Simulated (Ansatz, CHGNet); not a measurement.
1T (CdI2-type) TiS2: volume per atom by level of theory

No measured value is used here.

```json
[
 {"level (code)": "CHGNet 0.3.0", "value (Å³/atom)": "20.99"},
 {"level (code)": "LDA (Ansatz)", "value (Å³/atom)": "(withheld)"},
 {"level (code)": "PBE (Ansatz)", "value (Å³/atom)": "(withheld)"},
 {"level (code)": "PBE-D3(BJ) (Ansatz)", "value (Å³/atom)": "18.01"},
 {"level (code)": "PBE-D4 (Ansatz)", "value (Å³/atom)": "18.55"},
 {"level (code)": "PBEsol-D3(BJ) (Ansatz)", "value (Å³/atom)": "(withheld)"},
 {"level (code)": "HSE06 (Ansatz)", "value (Å³/atom)": "21.76"},
 {"level (code)": "HSE06-D3(BJ) (Ansatz)", "value (Å³/atom)": "17.86"},
 {"level (code)": "PBE0-D4 (Ansatz)", "value (Å³/atom)": "18.72"}
]
```

### Question
Fill in the missing entries.

### Answer

- LDA (Ansatz, a quantum-chemistry and plane-wave program), value (Å³/atom): 17.27
- PBE (Ansatz), value (Å³/atom): 22.20
- PBEsol-D3(BJ) (Ansatz), value (Å³/atom): 16.76

CHGNet 0.3.0: the cell has another shape than the first-principles one, perhaps another minimum in the same group. LDA: LDA has no dispersion term either, though it tends to give short spacings of layers, chains or molecules. PBE: for a layered or molecular solid the relaxed cell lies over 5 % above the published volume, where the minimum can be shallow. PBE, HSE06: the cell comes from a level without a dispersion term, which matters for the spacing of layers, chains or molecules. HSE06, HSE06-D3(BJ), PBE0-D4: exact exchange on metals is sensitive to the k mesh and can open a false gap. Cutoffs and k meshes differ between the levels. Ansatz's density-functional and Hartree–Fock values are scalar-relativistic unless marked +SOC, with PAW data made under PBE.

Machine-learned potentials (CHGNet 0.3.0) are trained on DFT data: a solid inside that data is no test of them.
